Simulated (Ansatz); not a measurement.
Born–Oppenheimer molecular dynamics of CH$_{6}$OSi (9 atoms, charge 0, multiplicity 1). It starts from a relaxed structure.

These are results of RKS B3LYP-D4/6-31G* in Ansatz 0.2.0, not measurements.

```yaml
ensemble: NVT, Nosé–Hoover chain
time_step: 0.25 fs
steps_asked: 166
set_temperature: 300 K
thermostat: time constant 1 fs, chain length 1
seed: 848701
```

Frames 0.25 fs apart, positions in Å, forces in eV/Å.

Velocities at 27.5 fs (Å/ps):

```
Si 0.75 2.40 -3.73
O 2.01 0.12 6.81
C -2.27 -4.55 3.58
H -15.26 3.55 10.74
H -12.32 11.22 -8.19
H 10.89 0.64 -5.04
H -15.27 -14.56 -23.66
H 1.01 -7.07 -14.02
H 5.13 -8.23 -6.88
```

```xyz
9
Properties=species:S:1:pos:R:3:forces:R:3 time_fs=27.5 energy_less_start_eV=0.183 T=235
Si -0.013 0.000 0.032 0.30 -2.17 -0.64
O 0.084 -0.260 1.683 -0.05 0.05 -0.54
C -1.103 -0.401 2.466 0.13 -0.19 -0.20
H -1.654 -1.314 2.158 -0.10 0.50 -0.02
H -0.787 -0.581 3.505 -0.14 0.37 -0.12
H -1.724 0.518 2.367 0.07 -0.61 0.32
H 1.327 -0.233 -0.608 -0.13 0.25 0.47
H -0.511 1.285 -0.350 -0.42 1.17 -0.07
H -0.888 -1.041 -0.739 0.33 0.63 0.80
9
Properties=species:S:1:pos:R:3:forces:R:3 time_fs=27.75 energy_less_start_eV=0.189 T=232
Si -0.013 0.000 0.032 0.28 -2.24 -0.59
O 0.084 -0.260 1.685 -0.05 0.04 -0.61
C -1.104 -0.402 2.467 0.11 -0.12 -0.31
H -1.658 -1.313 2.160 -0.08 0.48 -0.04
H -0.790 -0.578 3.502 -0.09 0.34 0.00
H -1.722 0.518 2.366 0.04 -0.60 0.33
H 1.323 -0.236 -0.614 -0.10 0.26 0.48
H -0.511 1.283 -0.353 -0.43 1.20 -0.07
H -0.886 -1.042 -0.740 0.32 0.64 0.81
9
Properties=species:S:1:pos:R:3:forces:R:3 time_fs=28 energy_less_start_eV=0.194 T=236
Si -0.013 0.001 0.030 0.26 -2.28 -0.53
O 0.085 -0.260 1.686 -0.05 0.03 -0.68
C -1.104 -0.404 2.468 0.09 -0.04 -0.43
H -1.662 -1.312 2.163 -0.07 0.45 -0.06
H -0.793 -0.575 3.500 -0.05 0.30 0.13
H -1.719 0.518 2.365 0.00 -0.57 0.33
H 1.319 -0.240 -0.620 -0.07 0.26 0.48
H -0.511 1.283 -0.357 -0.43 1.21 -0.06
H -0.885 -1.044 -0.741 0.32 0.65 0.82
9
Properties=species:S:1:pos:R:3:forces:R:3 time_fs=28.25 energy_less_start_eV=0.199 T=249
Si -0.013 0.001 0.029 0.23 -2.30 -0.47
O 0.085 -0.260 1.688 -0.06 0.02 -0.75
C -1.105 -0.405 2.469 0.08 0.03 -0.55
H -1.666 -1.310 2.166 -0.06 0.41 -0.08
H -0.796 -0.571 3.498 0.01 0.27 0.26
H -1.716 0.517 2.365 -0.03 -0.54 0.33
H 1.315 -0.243 -0.625 -0.04 0.27 0.49
H -0.511 1.283 -0.361 -0.42 1.20 -0.05
H -0.883 -1.045 -0.742 0.30 0.65 0.82
9
Properties=species:S:1:pos:R:3:forces:R:3 time_fs=28.5 energy_less_start_eV=0.202 T=268
Si -0.013 0.002 0.028 0.19 -2.30 -0.41
O 0.086 -0.260 1.690 -0.06 0.00 -0.82
C -1.105 -0.406 2.470 0.07 0.11 -0.67
H -1.670 -1.308 2.169 -0.06 0.37 -0.10
H -0.800 -0.568 3.496 0.06 0.23 0.40
H -1.713 0.516 2.364 -0.08 -0.50 0.32
H 1.310 -0.246 -0.630 -0.01 0.28 0.49
H -0.512 1.283 -0.365 -0.41 1.17 -0.04
H -0.881 -1.046 -0.742 0.29 0.65 0.82
9
Properties=species:S:1:pos:R:3:forces:R:3 time_fs=28.75 energy_less_start_eV=0.206 T=294
Si -0.013 0.002 0.027 0.15 -2.27 -0.34
O 0.086 -0.260 1.692 -0.07 -0.01 -0.89
C -1.106 -0.407 2.471 0.07 0.18 -0.79
H -1.675 -1.306 2.172 -0.05 0.32 -0.12
H -0.803 -0.563 3.494 0.11 0.18 0.54
H -1.710 0.514 2.363 -0.13 -0.45 0.31
H 1.306 -0.250 -0.636 0.03 0.28 0.49
H -0.513 1.285 -0.369 -0.39 1.12 -0.02
H -0.878 -1.046 -0.741 0.27 0.64 0.82
9
Properties=species:S:1:pos:R:3:forces:R:3 time_fs=29 energy_less_start_eV=0.209 T=324
Si -0.012 0.003 0.026 0.10 -2.22 -0.28
O 0.087 -0.260 1.694 -0.08 -0.03 -0.97
C -1.107 -0.409 2.472 0.07 0.25 -0.90
H -1.679 -1.303 2.175 -0.04 0.26 -0.15
H -0.807 -0.559 3.493 0.16 0.14 0.68
H -1.706 0.513 2.363 -0.18 -0.39 0.30
H 1.301 -0.253 -0.641 0.08 0.29 0.49
H -0.514 1.287 -0.373 -0.36 1.06 0.01
H -0.876 -1.047 -0.740 0.24 0.63 0.81
9
Properties=species:S:1:pos:R:3:forces:R:3 time_fs=29.25 energy_less_start_eV=0.212 T=353
Si -0.012 0.003 0.025 0.05 -2.15 -0.21
O 0.088 -0.260 1.696 -0.08 -0.04 -1.04
C -1.107 -0.410 2.473 0.09 0.32 -1.01
H -1.685 -1.300 2.178 -0.04 0.20 -0.17
H -0.811 -0.554 3.491 0.22 0.09 0.81
H -1.703 0.510 2.363 -0.24 -0.31 0.29
H 1.296 -0.257 -0.646 0.12 0.29 0.49
H -0.515 1.290 -0.378 -0.33 0.99 0.03
H -0.873 -1.046 -0.739 0.21 0.61 0.80
9
Properties=species:S:1:pos:R:3:forces:R:3 time_fs=29.5 energy_less_start_eV=0.215 T=377
Si -0.012 0.003 0.024 -0.01 -2.06 -0.13
O 0.088 -0.260 1.698 -0.09 -0.06 -1.11
C -1.108 -0.412 2.474 0.11 0.39 -1.10
H -1.690 -1.297 2.181 -0.03 0.14 -0.20
H -0.815 -0.549 3.490 0.26 0.05 0.93
H -1.700 0.508 2.363 -0.30 -0.23 0.28
H 1.291 -0.260 -0.652 0.17 0.30 0.48
H -0.517 1.294 -0.383 -0.29 0.89 0.07
H -0.870 -1.046 -0.737 0.17 0.59 0.78
9
Properties=species:S:1:pos:R:3:forces:R:3 time_fs=29.75 energy_less_start_eV=0.220 T=389
Si -0.011 0.004 0.022 -0.07 -1.95 -0.06
O 0.089 -0.260 1.700 -0.10 -0.07 -1.18
C -1.109 -0.413 2.474 0.14 0.45 -1.17
H -1.696 -1.294 2.184 -0.02 0.07 -0.22
H -0.819 -0.544 3.490 0.31 0.01 1.03
H -1.697 0.505 2.363 -0.36 -0.15 0.26
H 1.286 -0.263 -0.657 0.23 0.30 0.48
H -0.519 1.298 -0.388 -0.25 0.79 0.10
H -0.866 -1.045 -0.734 0.13 0.55 0.75
9
Properties=species:S:1:pos:R:3:forces:R:3 time_fs=30 energy_less_start_eV=0.224 T=386
Si -0.011 0.004 0.021 -0.13 -1.82 0.02
O 0.090 -0.260 1.702 -0.11 -0.09 -1.25
C -1.109 -0.415 2.475 0.17 0.51 -1.22
H -1.701 -1.290 2.187 -0.02 0.00 -0.24
H -0.823 -0.539 3.490 0.34 -0.03 1.11
H -1.694 0.503 2.363 -0.42 -0.06 0.24
H 1.280 -0.267 -0.662 0.28 0.30 0.47
H -0.521 1.303 -0.393 -0.20 0.68 0.14
H -0.863 -1.043 -0.731 0.08 0.52 0.73
9
Properties=species:S:1:pos:R:3:forces:R:3 time_fs=30.25 energy_less_start_eV=0.230 T=370
Si -0.011 0.004 0.019 -0.18 -1.68 0.10
O 0.090 -0.260 1.704 -0.13 -0.10 -1.31
C -1.110 -0.416 2.476 0.22 0.55 -1.24
H -1.707 -1.287 2.189 -0.01 -0.07 -0.26
H -0.826 -0.533 3.491 0.37 -0.07 1.16
H -1.691 0.500 2.364 -0.48 0.03 0.22
H 1.276 -0.270 -0.666 0.33 0.30 0.46
H -0.524 1.309 -0.398 -0.15 0.56 0.18
H -0.859 -1.042 -0.728 0.03 0.48 0.69
```

Of the whole run (42 fs, mean temperature of the second half 296 K): The conserved energy stayed within 0.093 meV per atom of its start (net change 0.038 meV per atom), so the integration is sound. A run of 0.042 ps of so small a system gives no equilibrium averages.

Run time: 5.8 min on 1 thread of Arm Neoverse V1 (shared host), peak memory 0.11 GiB.
